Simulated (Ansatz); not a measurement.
A calculation on antifluorite Mg2Sn returned lattice constant a 6.816 Å, bulk modulus 40.4 GPa, cohesive energy 2.25 eV/atom, formation enthalpy -0.205 eV/atom.

For reference: lattice constant a 6.766 Å (measured, temperature not stated, no zero-point or thermal correction; as tabulated in Freccero, Grin, Wagner, Dalton Trans. (2023), ESI).

Which level of theory produced these numbers?
A) B3LYP (VWN-RPA form) (Ansatz (a quantum-chemistry and plane-wave program))
B) RPBE (Ansatz)
C) PBE (Ansatz)
D) PBEsol (Ansatz)

C, PBE (Ansatz)

The others give: RPBE 6.885 Å, 37.9 GPa, 1.99 eV/atom, -0.201 eV/atom; B3LYP (VWN-RPA form) 6.806 Å, 42.5 GPa, 1.79 eV/atom, -0.398 eV/atom; PBEsol 6.745 Å, 43.7 GPa, 2.54 eV/atom, -0.206 eV/atom.

Unless a cell is named, each level is at its own relaxed cell (B3LYP (VWN-RPA form) 26.28, PBE 26.38, PBEsol 25.58, RPBE 27.19 Å³/atom).

Ansatz's density-functional and Hartree–Fock values are scalar-relativistic unless marked +SOC, with PAW data made under PBE.
